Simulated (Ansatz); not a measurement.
# CH4O2S: the cost of one run

Method: UKS B3LYP/6-31G, in Ansatz 0.2.0.

## Step 1: Starting point

Bond lengths: O1–C2 1.368 Å, C2–O3 1.384 Å, C2–S4 1.787 Å, O1–H5 1.022 Å, C2–H6 1.104 Å, O3–H7 1.003 Å, S4–H8 1.346 Å. Angles: O1–C2–O3 105.6°, O1–C2–S4 110.1°, O1–C2–H6 112.2°, O3–C2–S4 108.4°, O3–C2–H6 108.7°, S4–C2–H6 111.6°, C2–O1–H5 104.5°, C2–O3–H7 105.4°, C2–S4–H8 93.6°.

Coordinates:

```xyz
8

O    -0.8862    0.1712   -0.8412
C    -0.1264    0.2830    0.2909
O     1.1109    0.7331   -0.1342
S     0.0871   -1.3215    1.0472
H    -1.0391    1.1354   -1.1423
H    -0.5442    1.0154    1.0042
H     1.6868   -0.0855   -0.1929
H    -0.1967   -1.9882   -0.0875
```

## Step 2: End point A

Contents of input.yaml:

```yaml
crystal:
  periodic: [false, false, false]
  atoms:
    - { symbol: O, position_ang: [-0.8862, 0.1712, -0.8412] }
    - { symbol: C, position_ang: [-0.1264, 0.283, 0.2909] }
    - { symbol: O, position_ang: [1.1109, 0.7331, -0.1342] }
    - { symbol: S, position_ang: [0.0871, -1.3215, 1.0472] }
    - { symbol: H, position_ang: [-1.0391, 1.1354, -1.1423] }
    - { symbol: H, position_ang: [-0.5442, 1.0154, 1.0042] }
    - { symbol: H, position_ang: [1.6868, -0.0855, -0.1929] }
    - { symbol: H, position_ang: [-0.1967, -1.9882, -0.0875] }
magnetization:
  spin_polarized: true
basis:
  gaussian: { orbitals: "6-31G" }
hamiltonian:
  xc: b3lyp
relax:
  f_tol: 0.02
  max_steps: 50
```

Launch:

```
> ansatz run input.yaml --threads 1 --pin off --max-ram 2048MiB --backend cpu --events-out ev --progress --plain --runs-dir out
```

Q: Estimate wall time and peak memory on 1 thread of Arm Neoverse V1, shared host.

About 47 s, with a peak of 0.14 GiB.
